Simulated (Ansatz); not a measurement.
# BOF+ (doublet): wave-function methods side by side, def2-TZVPP

An exercise on one series of results from a longer session: the logs are not shown, and one member is left open.

Computed with Ansatz 0.2.0, Gaussian basis. Level: def2-TZVPP, core rule «outside noble gas», up to 3 orbitals frozen.

The runs, in order: UHF; ROHF; CCSD(T) on UHF.

2 further runs of the same task are left out: 2 set aside as unsound or not needed.

### What is computed

The geometry is a PBE0/def2-TZVP stationary point (not a proven minimum) of the parent state, kept for this charge and spin.

3 atoms, charge 1, spin multiplicity 2.

Atoms are counted from 1 here; the program's logs count them from 0.

Bond lengths: B1–O2 1.371 Å, B1–F3 1.310 Å. Angles: O2–B1–F3 114.8°.

The first run:

Input file in.yaml:

```yaml
crystal:
  periodic: [false, false, false]
  atoms:
    - {symbol: B, position_ang: [0.000000, -0.551074, 0.049105]}
    - {symbol: O, position_ang: [0.000000, 0.175594, 1.211243]}
    - {symbol: F, position_ang: [0.000000, 0.165712, -1.047985]}
basis:
  gaussian: {orbitals: def2-TZVPP}
total_charge: 1
magnetization: {spin_polarized: true, initial_magnetization: 1}
hamiltonian: {xc: hf}
output: {orbitals: {seedname: orbitals}}
```

Run with:

```
$ ansatz run in.yaml --threads 1 --pin off --events-out ev --progress --plain --max-ram 4096MiB --backend cpu
```

Steps of the session up to this table: UHF; ROHF; CCSD(T) on UHF.

One table of the session follows, with a row left open; its other results are not shown here.

It belongs to the step «Misses and costs». 

| method | from UCCSD(T) (kcal/mol) |
| --- | --- |
| ROHF | ? |
| UHF | +336.91 |
| UMP2 | +19.71 |
| UCCSD | +12.38 |
| UCCSD(T) | 0 |

**Question.** Estimate the row for ROHF.

**Answer.** from UCCSD(T) (kcal/mol): +340.13. In the column «from UCCSD(T) (kcal/mol)» it is the highest.
